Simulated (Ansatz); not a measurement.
hcp Co was calculated with PBE-D3(BJ) (PAW; Ansatz, a first-principles code).

Settings: plane-wave cutoff 520 eV, 30×30×16 k mesh (along the axes of the cell as run), Fermi–Dirac smearing 0.041 eV (set by the program), spin-polarised with parallel moments, scalar-relativistic PAW data made under PBE.

Computed at the level's own relaxed cell.

Hill averages of the elastic tensor: K = 234.1 GPa, G = 116.9 GPa. Volume 10.548 Å³/atom, mean atomic mass 58.933 u.

Q: Work out the density, the sound velocities of a polycrystal and the elastic Debye temperature, and Pugh's ratio at this level.

A: ρ = 1.66054 × 58.933/10.548 = 9.278 g/cm³. v_l = √[(K + 4G/3)/ρ] = 6.483 km/s and v_t = √(G/ρ) = 3.550 km/s. The mean follows from 3/v_m³ = 1/v_l³ + 2/v_t³: v_m = 3.958 km/s. Θ_D = (ħ/k_B) v_m (6π²/V)^(1/3) = 76.38 K Å s/km × 3.958 × 1.7773 Å⁻¹ = 537 K, counting all atoms of the cell. K/G = 2.00, to be set beside Pugh's rough bound of 1.75 between brittle and ductile metals.

Note: the dispersion coefficients are held fixed in the derivatives.
